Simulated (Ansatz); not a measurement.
# Ytterbium, fcc: convergence with Fermi-Dirac smearing

Computed with Ansatz, r²SCAN, scalar-relativistic PAW, on the relaxed cell (a = 5.219 Å; spin not included). Errors count from a run at 500 eV on a Γ-centred 17×17×17 mesh with Fermi-Dirac smearing of 0.1 eV, extrapolated to zero width. Fixed here: cutoff 500 eV, mesh 10×10×10. The SCF starts from atomic densities corrected by a trained network.

```json
{"width (eV)": "0.01", "E(σ→0) error (meV/atom)": "-10.4", "F error (meV/atom)": "-10.7", "P (GPa)": "-0.27", "SCF iterations": "14"}
{"width (eV)": "0.03", "E(σ→0) error (meV/atom)": "-10.6", "F error (meV/atom)": "-12.2", "P (GPa)": "-0.26", "SCF iterations": "13"}
{"width (eV)": "0.1", "E(σ→0) error (meV/atom)": "0.4", "F error (meV/atom)": "-42.6", "P (GPa)": "-0.04", "SCF iterations": "13"}
{"width (eV)": "0.2", "E(σ→0) error (meV/atom)": "4.2", "F error (meV/atom)": "-182.1", "P (GPa)": "0.13", "SCF iterations": "13"}
{"width (eV)": "0.3", "E(σ→0) error (meV/atom)": "-16.1", "F error (meV/atom)": "-406.7", "P (GPa)": "0.14", "SCF iterations": "13"}
{"width (eV)": "0.6", "E(σ→0) error (meV/atom)": "-167.5", "F error (meV/atom)": "-1454.9", "P (GPa)": "0.00", "SCF iterations": "15"}
{"width (eV)": "1.0", "E(σ→0) error (meV/atom)": "-517.4", "F error (meV/atom)": "-3529.5", "P (GPa)": "0.12", "SCF iterations": "16"}
```
